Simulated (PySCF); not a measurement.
ethylene (C₂H₄), SMILES C=C.

Geometry: r2SCAN-D4/def2-TZVP.

Method: HF/def2-TZVPD (PySCF).

Isolated molecule, no solvent.

- total energy = -78.06523 hartree
- point group = D2h
- highest occupied level = -10.31 eV
- lowest empty level = 2.23 eV
- orbital gap = 12.55 eV
- dipole moment = 0.00 D
- quadrupole, principal values (traceless, Buckingham form, about the centre of nuclear charge) = -3.73, 1.67, 2.06 D·Å
- mean static polarisability = 27.6 bohr³ (4.09 Å³)
- polarisability, principal values = 22.2, 24.4, 36.2 bohr³
